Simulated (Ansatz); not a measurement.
Basis-set extrapolation for C₆H₁₂ (`C/C=C/C(C)C`) (PBE0-D4/def2-TZVP geometry, frozen core, the Gaussian-basis code of Ansatz). Multiplicity 1, RHF reference.

```csv
,def2-TZVPP,def2-QZVPP
HF,-234.267610,-234.278552
MP2 correlation,-1.034020,-1.098059
CCSD(T) correlation,-1.142244,not run
```

Energies in hartree. Use E(X) = E(∞) + A·exp(−7.88·√X) for Hartree–Fock and E(X) = E(∞) + B·X^(−2.97) for correlation, with X = 3 and 4, and add CCSD(T) minus MP2 of the smaller set to the MP2 limit.

**Question.** What is the CCSD(T) energy at the basis-set limit?

**Answer.** HF limit: -234.278552 + (-0.010942) × 0.13774 = -234.28006. MP2 limit: -1.098059 + (-0.064039) × 0.74074 = -1.14550. Higher-order term: -1.142244 − (-1.034020) = -0.10822. Total: -235.53378 hartree, 77.8 kcal/mol below CCSD(T)/def2-TZVPP.
